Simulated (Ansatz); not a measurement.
A run for Ansatz (a program for electronic structure): R-SVWN5/def2-TZVPPD on F2 (SMILES FF). Files ending in .json are basis or fitting sets from the Basis Set Exchange.

Ansatz 0.2 input:
```yaml
crystal:
  periodic: [false, false, false]
  atoms:
    - {symbol: F, position_ang: [0.00000000, 0.00000000, 0.00000000]}
    - {symbol: F, position_ang: [1.39520410, 0.00000000, 0.00000000]}
basis:
  gaussian:
    orbitals: def2-TZVPPD.json
hamiltonian:
  xc: {name: SVWN5}
scf: {lower_state_search: off}
```

### Question
Give the final energy of this run.

### Answer
-198.3405 hartree.
